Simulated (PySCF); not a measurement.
# Unknown: peak-picked proton spectrum

Formula C₅H₁₀O. The spectrum was simulated from the full spin Hamiltonian at 700 MHz with 0.8 Hz Lorentzian lines, from shifts rounded to 0.01 ppm and J to 0.1 Hz, couplings under 1 Hz left out.

Maxima in Hz from TMS (height), grouped by integral:
4H: 1463.0 (100), 1450.9 (3), 1443.0 (7), 1435.1 (10), 1427.2 (7), 1419.3 (3)
6H: 731.9 (99), 724.1 (97)

Computational details: couplings computed with B3LYP/pcJ-1 (without the spin–dipole term), NMR shieldings at PBE0/pcSseg-1/GIAO, geometry: PBE0-D3(BJ)/def2-SVP, in PySCF 2.14 (no solvent model, relativity neglected, fast rotation and ring inversion assumed for equivalent nuclei, one conformer).

Scale: 1H (31.27 ppm) vs TMS (reference shieldings calculated alike).

Question: Analyse the multiplets.

Answer: 1H NMR (700 MHz, computed): δ 2.09 (s, 3H), 2.05 (sept, J = 7.9 Hz, 1H), 1.04 (d, J = 7.9 Hz, 6H). These are first-order names from the parameters used; overlap and second-order distortion can hide them in the list.

Question: What is the compound?

Answer: methyl isopropyl ketone (C(C(C)=O)(C)C).

Atoms are numbered as in `[CH3:1][C:2](=[O:3])[CH:4]([CH3:5])[CH3:6]`. Each H is labelled by its parent atom.

1. δ 2.09: H(C1), hydrogen on a methyl carbon α to a carbonyl.
2. δ 2.05: H(C4), hydrogen on an sp3 CH α to a carbonyl, coupled to H(C5)/H(C6) (7.9 Hz).
3. δ 1.04: H(C5)/H(C6), hydrogen on a methyl carbon, coupled to H(C4) (7.9 Hz).

The data come from this structure; uniqueness wasn't tested.

Multiplet labels drop couplings under 1 Hz and merge nearly equal ones. Unscaled 3J(H,H) at this level run about 10 % above measured values.
